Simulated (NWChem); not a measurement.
# One shape, several levels: BOF (fluoro(oxo)borane)

Aim: a comparison of 6 runs (HF/3-21G, HF/def2-SVP, PBE0/def2-SVP, MP2/6-31G*, MP2/cc-pVTZ, CCSD/cc-pVTZ) of BOF (fluoro(oxo)borane). 

The results are computed with NWChem 7.3.0.

1 further run of the same task is left out (set aside as unsound or not needed).

## Step 1: The structure to begin with

BOF: 3 atoms, total charge 0, spin state singlet. SMILES: `O=BF`. The coordinates come from a PBE0-D4/def2-TZVP relaxation.

Bond lengths: O1–B2 1.206 Å, B2–F3 1.282 Å. Angles: O1–B2–F3 180.0°.

## Step 2: Energy and gradient at HF/3-21G (run 1)

The input, calc.nw:

```
start calc
title "BFO"
memory total 2200 mb
charge 0

geometry units angstroms noautosym nocenter noautoz
O      0.983100    -0.565100     0.479900
B      0.020300    -0.011600     0.009900
F     -1.003400     0.576800    -0.489800
end

basis spherical bse
* library 3-21G
end

scf
thresh 1e-08
maxiter 80
end

task scf gradient
```

Started as:

```sh
$ nwchem calc.nw > calc.out
```

Output:

```text
[...]
  functions       =    27
[...]
  wavefunction    = RHF
[...]
         Total SCF energy =   -197.982423484449
      One-electron energy =   -376.037402856054
      Two-electron energy =    126.616025516044
 Nuclear repulsion energy =     51.438953855561
        Time for solution =      0.2s
[...]
                         RHF ENERGY GRADIENTS
    atom               coordinates                        gradient
                 x          y          z           x          y          z
   1 O       1.857790  -1.067884   0.906880   -0.002534   0.001453  -0.001236
   2 B       0.038361  -0.021921   0.018708   -0.017386   0.010001  -0.008489
   3 F      -1.896151   1.089994  -0.925588    0.019920  -0.011453   0.009725
[...]
```

Run time: 0.79 s. Hardware: 1 thread of Intel Xeon Platinum 8375C at 2.90GHz (Ice Lake), shared host; peak memory 0.1 GiB.

## Step 3: Energy and forces at HF/def2-SVP (run 2)

The input, nw.xyz:

```xyz
3

O      0.983100    -0.565100     0.479900
B      0.020300    -0.011600     0.009900
F     -1.003400     0.576800    -0.489800
```

The input, nw.nw:

```
start nw
memory stack 880 mb heap 220 mb global 1100 mb

geometry noautosym nocenter noautoz
 load format xyz nw.xyz
end

basis spherical bse
 * library def2-SVP
end

scf
 thresh 1e-08
 maxiter 80
end

task scf gradient
```

Started as:

```sh
$ nwchem nw.nw > nw.out
```

Output:

```text
[...]
  functions       =    42
[...]
  wavefunction    = RHF
[...]
         Total SCF energy =   -198.917897441550
      One-electron energy =   -377.287888252841
      Two-electron energy =    126.931036955730
 Nuclear repulsion energy =     51.438953855561
        Time for solution =      0.8s
[...]
                         RHF ENERGY GRADIENTS
    atom               coordinates                        gradient
                 x          y          z           x          y          z
   1 O       1.857790  -1.067884   0.906880    0.032722  -0.018816   0.015975
   2 B       0.038361  -0.021921   0.018708   -0.021317   0.012265  -0.010409
   3 F      -1.896151   1.089994  -0.925588   -0.011405   0.006551  -0.005566
[...]
```

It took 1.9 s on 1 thread of Intel Xeon Platinum 8375C at 2.90GHz (Ice Lake), shared host; peak memory 0.099 GiB.

Run 3 isn't shown in full; the table further down has it.

## Step 4: Energy and forces at MP2/6-31G(d) (spherical functions) (run 4)

The input, run.py:

```python
from ase import Atoms
from ase.calculators.nwchem import NWChem

system = Atoms(['O', 'B', 'F'], positions=[
    [0.983100, -0.565100, 0.479900],
    [0.020300, -0.011600, 0.009900],
    [-1.003400, 0.576800, -0.489800],
])

calc = NWChem(
    label='test',
    theory='mp2',
    memory='2200 mb',
    basis='6-31G*',
    basispar='spherical bse',
    scf={'nopen': '0', 'rhf': None, 'thresh': '1e-08', 'maxiter': '80'},
    mp2={'freeze': 'core 3', 'tight': None},
)
system.calc = calc

forces = system.get_forces()
e = system.get_potential_energy()
print(f"E = {e:.6f} eV")
print("forces (eV/A):")
for s, f in zip(system.symbols, forces):
    print(f"{s:2s} {f[0]:10.5f} {f[1]:10.5f} {f[2]:10.5f}")
```

Started as:

```sh
$ export ASE_NWCHEM_COMMAND="nwchem PREFIX.nwi > PREFIX.nwo"
$ python run.py
```

Output:

```text
E = -5428.485527 eV
forces (eV/A):
O     1.29625   -0.74500    0.63275
B    -0.47637    0.27357   -0.23248
F    -0.81987    0.47144   -0.40027
```

The calculator wrote test.nwi:

```
title "test"

permanent_dir test

scratch_dir test

start test

geometry units angstrom nocenter noautosym noautoz
  O  9.8309999999999997e-01 -5.6510000000000005e-01 4.7989999999999999e-01
  B  2.0299999999999999e-02 -1.1599999999999999e-02 9.9000000000000008e-03
  F  -1.0034000000000001e+00 5.7679999999999998e-01 -4.8980000000000001e-01
end

memory 2200 mb

basis spherical bse noprint
   * library 6-31G*
end

scf
  nopen 0
  rhf
  thresh 1e-08
  maxiter 80
end
mp2
  freeze core 3
  tight
end

task mp2 gradient
```

test.nwo:

```text
Northwest Computational Chemistry Package (NWChem) 7.3.0
             --------------------------------------------------------

           Job information
           ---------------

    nwchem branch   = 7.3.0
    use scalapack   = T
    input           = test.nwi
    prefix          = test.
    data base       = test/test.db
    status          = startup
    nproc           =        1

           Memory information
           ------------------

[... 5 lines left out ...]
    hardfail = no
[... 117 lines left out ...]
 Convergence threshold     :          1.000E-08
[... 17 lines left out ...]
      One-electron energy =   -377.602975307171
[... 31 lines left out ...]
                       ROHF Final Molecular Orbital Analysis
[... 324 lines left out ...]
  MP2 natural orbitals output to test/test.mp2nos
[... 9 lines left out ...]
                 ----------------------------------------
                 |  Time  |  1-e(secs)   |  2-e(secs)   |
                 ----------------------------------------
                 |  CPU   |       0.00   |       1.45   |
                 ----------------------------------------
                 |  WALL  |       0.00   |       1.45   |
                 ----------------------------------------
 -----------------------
 Task  times  cpu:        5.3s     wall:        5.3s
 Total times  cpu:        5.3s     wall:        5.3s
```

Wall time 6.9 s (1 thread of Intel Xeon Platinum 8375C at 2.90GHz (Ice Lake), shared host); peak memory 0.11 GiB.

Run 5 isn't shown in full; the table further down has it.

## Step 5: A single-point energy at CCSD/cc-pVTZ (run 6)

The input, bfo.nw:

```
start bfo
title "BFO"
memory 2200 mb
charge 0
geometry units angstroms noautosym nocenter noautoz
  O        0.983100      -0.565100       0.479900
  B        0.020300      -0.011600       0.009900
  F       -1.003400       0.576800      -0.489800
end
basis "ao basis" spherical bse
  * library cc-pVTZ
end
scf
  thresh 1e-08
  maxiter 80
  print medium
end
ccsd
  freeze core 3
  maxiter 60
end
task ccsd
```

Started as:

```sh
$ nwchem bfo.nw > bfo.out
```

Output:

```text
[...]
  functions       =    90
[...]
  wavefunction    = RHF
[...]
         Total SCF energy =   -199.155551549721
      One-electron energy =   -377.633521860579
      Two-electron energy =    127.039016455296
 Nuclear repulsion energy =     51.438953855561
        Time for solution =     13.4s
[...]
 Total MP2 energy:           -199.726109477238822
[...]
             energy      energy      error      ampl     ampl      Block
                                                time     time      time
[...]
 Total CCSD energy:           -199.722605774708200
[...]
```

It took 98 s on 1 thread of Intel Xeon Platinum 8375C at 2.90GHz (Ice Lake), shared host; peak memory 0.17 GiB.

## Step 6: Overview of the runs

```csv
run,level,iteration cap,module,energy (Eh),dipole moment (D),HOMO energy (eV),LUMO energy (eV),wall time
1,HF/3-21G,80,scf,-197.982423,1.99,-13.96,4.76,0.79 s
2,HF/def2-SVP,80,scf,-198.917897,2.27,-14.20,3.28,1.9 s
3,PBE0/def2-SVP,100,dft,-199.638299,–,–,–,5.4 s
4,MP2/6-31G* (spherical functions),80,mp2,-199.493165,1.93,-14.01,4.74,6.9 s
5,MP2/cc-pVTZ,80,mp2,-199.726109,1.98,-14.24,2.98,44 s
6,CCSD/cc-pVTZ,80,ccsd,-199.722606,–,-14.24,2.98,98 s
```

## Step 7: Outcome

| quantity | value |
| --- | --- |
| run 6: total energy | -199.72261 Eh |
| run 6: HOMO energy (Hartree–Fock orbitals) | -14.24 eV |
| run 6: LUMO energy (Hartree–Fock orbitals) | 2.98 eV |
| run 6: HOMO–LUMO gap (Hartree–Fock orbitals) | 17.21 eV |
| run 6: correlation energy (3 core orbitals frozen) | -567.1 mEh |

**Reading.** Over runs 1, 2, 4, 5 the dipole moment (its size) runs from 1.93 D (MP2/6-31G*) to 2.27 D (HF/def2-SVP). The two ends differ in method and basis. All runs together took 2.6 min, the longest 98 s.
